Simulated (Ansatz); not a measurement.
Reaction (hydrogenolysis of a C–F bond): `CC(O)(O)F` + H₂ → `CC(O)O` + H–F

Calculated with Ansatz (gas phase, PBE0-D4/def2-TZVP geometries, no zero-point term in ΔE). CCSD(T)/CBS is the MP2 limit (def2-TZVPP, def2-QZVPP) plus CCSD(T) − MP2 in def2-TZVPP, frozen cores. This one scheme is used for every species. DFT in def2-TZVPP. Each species was taken in one conformer, which may not be the lowest.

CCSD(T)/CBS gives -40.2 kJ/mol.

(1) Another level gave -38.9 kJ/mol. Which?
A. PBE/def2-TZVPP
B. CCSD/def2-TZVPP
C. B2PLYP/def2-TZVPP
D. r2SCAN/def2-TZVPP

Largest T1 diagnostic among the species: 0.011.

## Answers

(1) B. CCSD/def2-TZVPP -38.9, PBE -29.4, r2SCAN -19.1, B2PLYP -33.8 kJ/mol.

From PBE to PBE0 (25 % exact exchange), in def2-TZVPP and without D4, ΔE moves by −3.6 kJ/mol. In def2-TZVPP, CCSD(T) changes the Hartree–Fock value by −3.7 kJ/mol (the triples alone add +2.8 kJ/mol) and MP2 by −8.0 kJ/mol.
